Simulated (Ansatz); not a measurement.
Relaxation of CH$_{3}$NOS (7 atoms, charge 0, multiplicity 1), to a largest force component of 0.02 eV/Å in at most 50 steps.

Theory: Ansatz 0.2.0, UKS revPBE/6-31G.

```xyz
7
Properties=species:S:1:pos:R:3
N -1.255 0.660 -0.360
C -0.281 0.923 0.369
S 1.234 0.030 0.525
O 0.943 -1.208 -0.542
H -1.156 -0.168 -0.944
H -0.289 1.793 1.011
H 0.803 -2.030 -0.059
```

Task: Where does it end, and by what steps?

Result: The run converged. Limits of this set-up: no polarisation functions. After 8 steps the energy has fallen by 0.589 eV; S3 moved furthest, 0.14 Å.

| step | energy less start (eV) | largest force component (eV/Å) | accepted |
| --- | --- | --- | --- |
| 0 | 0.0000 | 3.496 | yes |
| 1 | -0.3949 | 1.900 | yes |
| 2 | -0.4771 | 1.484 | yes |
| 3 | -0.5628 | 0.683 | yes |
| 4 | -0.5783 | 0.381 | yes |
| 5 | -0.5820 | 0.323 | yes |
| 6 | -0.5882 | 0.168 | yes |
| 7 | -0.5890 | 0.030 | yes |
| 8 | -0.5891 | 0.012 | yes |

```xyz
7
Properties=species:S:1:pos:R:3
N -1.273 0.632 -0.371
C -0.309 0.970 0.397
S 1.359 0.077 0.556
O 0.918 -1.260 -0.629
H -1.073 -0.216 -0.944
H -0.344 1.850 1.048
H 0.722 -2.053 -0.056
```

The run took 26 s on 1 CPU thread of a shared host.
